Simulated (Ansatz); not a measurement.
A run on `ClC1=CCC1` with other settings.

```yaml
crystal:
  periodic: [false, false, false]
  atoms:
    - {symbol: Cl, position_ang: [-1.149472, 0.573978, 2.426338]}
    - {symbol: C, position_ang: [-0.410225, 0.112934, 0.958357]}
    - {symbol: C, position_ang: [0.152681, -1.014255, 0.527428]}
    - {symbol: C, position_ang: [0.473124, -0.411764, -0.820615]}
    - {symbol: C, position_ang: [-0.189168, 0.899261, -0.298365]}
    - {symbol: H, position_ang: [0.320240, -1.988749, 0.965371]}
    - {symbol: H, position_ang: [1.536841, -0.316744, -1.052178]}
    - {symbol: H, position_ang: [-0.040130, -0.865963, -1.671764]}
    - {symbol: H, position_ang: [0.483636, 1.754365, -0.204920]}
    - {symbol: H, position_ang: [-1.094428, 1.205638, -0.826750]}
basis:
  gaussian: {orbitals: cc-pVDZ, nuclear_model: gaussian, point_charges: [{charge: 2.00, position_ang: [4.125, -0.911, -0.430]}]}
hamiltonian: {xc: {name: SPW92}, pseudopotentials: {relativity: none}}
output: {forces: true}
```

```sh
$ ansatz run in.yaml --threads 4 --pin off --events-out ev --progress --plain --max-ram 10444MiB
```

Shortened log:

```
Functional definition: SPW92
1274 factors; their error is unknown
mean field evaluation 1: about -16653.5234 eV, gradient 8.2e1 eV
mean field evaluation 2: about -16591.8536 eV, gradient 1.7e2 eV
mean field evaluation 4: about -16669.0016 eV, gradient 3.2e1 eV
mean field evaluation 8: about -16671.4885 eV, gradient 3.1e-1 eV
mean field evaluation 16: about -16671.4206 eV, gradient 5.5e-4 eV
mean field -16671.42062652 eV, -612.6634077297 hartree, gradient 2.0e-5 eV, S^2 0.000000; 0 other end points of the search recorded, 0 dependent functions left out
reference -16671.42065716 eV, -612.6634088559 hartree; 23, 23 occupied and 76, 76 virtual orbitals, 1274 factors
Total energy: -16671.42065716 eV, -612.6634088559 hartree
Atom 0 at    -1.149472     0.573978     2.426338 Å, force     0.163572    -0.151229    -0.509969 eV/Å
Atom 1 at    -0.410225     0.112934     0.958357 Å, force    -0.679674     1.144885     0.976455 eV/Å
Atom 2 at     0.152681    -1.014255     0.527428 Å, force     0.773145    -0.369135    -0.674277 eV/Å
Atom 3 at     0.473124    -0.411764    -0.820615 Å, force    -1.566182    -0.007400     1.227311 eV/Å
Atom 4 at    -0.189168     0.899261    -0.298365 Å, force     0.355772    -0.600949     0.215427 eV/Å
Atom 5 at     0.320240    -1.988749     0.965371 Å, force    -0.078464    -0.733692     0.300911 eV/Å
Atom 6 at     1.536841    -0.316744    -1.052178 Å, force     2.130179     0.038813    -0.393583 eV/Å
Atom 7 at    -0.040130    -0.865963    -1.671764 Å, force    -0.043542    -0.270025    -0.644717 eV/Å
Atom 8 at     0.483636     1.754365    -0.204920 Å, force     0.319446     0.589592     0.043818 eV/Å
Atom 9 at    -1.094428     1.205638    -0.826750 Å, force    -0.492997     0.167533    -0.360418 eV/Å
Dipole moment:    -0.671423     0.201334     0.087197 e Å
```

Hardware: 4 threads of an Arm Neoverse V1 on a shared host. Wall time 0.7 s, peak host memory 0.14 GiB.
